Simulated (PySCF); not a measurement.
Task: Write Cartesian coordinates for InChI=1S/C6H8/c1-4-6(3)5-2/h4H,1-2H2,3H3 as optimised with PBE0-D3(BJ)/def2-SVP.

Result: 
```
atom  x, y, z in Å
C1     0.2598   -1.8921    1.8263
C2     0.1314   -0.8991    0.9872
C3     0.0022    0.1045    0.1361
C4    -0.0708    1.5274    0.6208
C5    -0.0711   -0.1749   -1.3022
C6    -0.1991    0.7484   -2.2649
H7    -0.6151   -2.3953    2.2546
H8     1.2470   -2.2579    2.1322
H9    -0.0010    1.5791    1.7146
H10   -1.0187    1.9950    0.3094
H11    0.7478    2.1264    0.1905
H12   -0.0130   -1.2324   -1.5789
H13   -0.2464    0.4585   -3.3169
H14   -0.2616    1.8169   -2.0438
```

Orientation and origin are arbitrary. Atoms count from 1 in this order. Of the pairs four or more bonds apart, C4···H14 is among the closest relative to their van der Waals radii: 2.69 Å, 93 % of the sum of Bondi's values. The 6 heavy atoms lie in one plane (0.001 Å rms). The C–C distances run from 1.306 Å (C1=C2, drawn double) to 1.505 Å (C3–C4, drawn single), a spread of 0.199 Å.

Bonds between heavy atoms (Å): C1=C2 1.306, C2=C3 1.322, C3–C4 1.505, C3–C5 1.467, C5=C6 1.340.

Level of theory: PBE0-D3(BJ)/def2-SVP geometry optimisation, gas phase (PySCF 2.14.0).

Point group: Cs (every atom within 0.08 Å of its image). Stationary, but not proved a minimum. One conformer, not necessarily the lowest (C2–C3–C5–C6 180°).

Hardware: Arm Neoverse V2, one thread, on a shared host. Cost: 16 s of wall time, 0.56 GiB resident at most. That covers the optimisation of the geometry.
